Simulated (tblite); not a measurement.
# C2H5N: the cost of one run

Computed with tblite 0.8.0 and PySCF 2.14.0; each step states its level. No surroundings beyond the atoms listed, unless a continuum is named. Atoms count from 0, parts from 1.

## 1. The system as given

8 atoms, charge 0, multiplicity 1; geometry: rigid parts in contact. Parts: 1 = atoms 0–3, `C#C`, charge 0; 2 = atoms 4–7, `N`, charge 0.

## 2. Docking the parts with GFN2-xTB

What the job is given:

```
{"job": {"kind": "dock", "xc": "GFN2-xTB", "basis": "xTB"}, "charge": 0, "multiplicity": 1, "parts": [{"atoms": "0-3", "charge": 0, "multiplicity": 1}, {"atoms": "4-7", "charge": 0, "multiplicity": 1}]}
C     -0.528756     0.043335    -0.273508
C      0.528828    -0.043319     0.273310
H     -1.458706     0.119059    -0.754367
H      1.458634    -0.119074     0.754564
N      3.377230    -1.397045     0.962369
H      4.322936    -1.592547     1.267333
H      2.788949    -1.366984     1.786052
H      3.070352    -2.177216     0.394151
```

With the program's defaults for keys left out, this is: GFN2-xTB search for minima from random contacts, gas phase.

Command:

```console
> OMP_NUM_THREADS=1 python cluster_run.py task.json out
```

This one command runs all jobs of the session in turn.

Q: Estimate the wall time of this first job on 1 thread of Arm Neoverse V2, shared host.

About 2.2 s.
